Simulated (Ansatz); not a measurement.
Ideal-gas functions of ClFSi, SMILES `F[Si]Cl` at 400 K and 1 bar, from an Ansatz frequency run at PBE0-D4/def2-TZVP.

Molar mass 82.54 g/mol, point group Cs (symmetry number 1), electronic degeneracy 1, moments of inertia 21.706, 113.369, 135.075 u Å². Harmonic wavenumbers (cm⁻¹, unscaled): 262, 523, 858.

Use S(trans) = R[1.5 ln M + 2.5 ln T − 1.1517]; rotational temperatures θ = 24.2544 K / I; S(rot) = R[ln(√π/σ · √(T³/θAθBθC)) + 1.5]; for each mode x = 1.438777 ν̃/T, S = R[x/(eˣ − 1) − ln(1 − e⁻ˣ)] and H = RT x/(eˣ − 1); 1 cm⁻¹ = 0.0119627 kJ/mol; R = 8.31446 J/(mol·K).

Q: By hand: the entropy, in J/(mol·K).

A: Translation 170.0. Rotation: θ = 1.1174, 0.2139, 0.1796 K, giving 105.0. Vibration, mode by mode: 9.11, 4.19, 1.62, in all 14.9. Electronic 0.0. Sum 289.9 J/(mol·K).

Q: By hand: H − E and G − E in kJ/mol, counted from the electronic energy.

A: Zero-point energy ½ × 1643 × 0.0119627 = 9.8; thermal vibration 3.6; translation, rotation and pV give 4 RT = 13.3. H − E = 26.7 kJ/mol, and G − E = 26.7 − 400 × 289.9/1000 = -89.3 kJ/mol.

Vibration gives 5 % of the entropy.
